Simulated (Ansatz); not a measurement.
## Worked example: correlation energy of BGe⁺, triplet

Geometry: a point of a stretch scan, not a stationary point.

```csv
atom,x (Å),y (Å),z (Å)
Ge,0.0000,0.0000,0.0000
B,0.0000,0.0000,2.6060
```

Basis cc-pVDZ; Ansatz 0.2.0. Correlated methods freeze the noble-gas cores and the filled d shells of p-block atoms, which leaves 6 electrons in 26 orbitals. R marks a restricted (for open shells ROHF) determinant. No spin–orbit coupling is included, and no scalar relativity.

Full CI is exact within this basis and frozen core; it isn't the basis-set limit.

Runs differ by some tens of microhartree through their thresholds and, for an open shell, their frozen cores, so steps under 0.03 kcal/mol mean nothing.

| level | total energy (hartree) |
| --- | --- |
| RHF | -2099.591738 |
| RMP2 | -2099.677086 |
| RCCSD | -2099.715656 |
| RCCSD(T) | -2099.719682 |
| RCCSDT | -2099.721506 |
| RCCSDT(Q) | -2099.721716 |
| full CI | -2099.721732 |

Task: What is the correlation energy at full CI, and what share of it do RMP2 and RCCSD(T) recover?

Result: E(corr) = -2099.721732 − (-2099.591738) = -0.129994 hartree = -3.537 eV. RMP2: -0.085348 / -0.129994 = 65.66 %. RCCSD(T): -0.127944 / -0.129994 = 98.42 %.

Task: By how many kcal/mol does RCCSD(T) miss full CI (1 hartree = 627.509 kcal/mol), and which steps make up the rest?

Result: -2099.719682 − (-2099.721732) = 0.002050 hartree = 1.29 kcal/mol. Steps: RCCSDT − RCCSD(T) = -1.14, RCCSDT(Q) − RCCSDT = -0.13, full CI − RCCSDT(Q) = -0.01 kcal/mol. Differences between like states or geometries often cancel part of this.
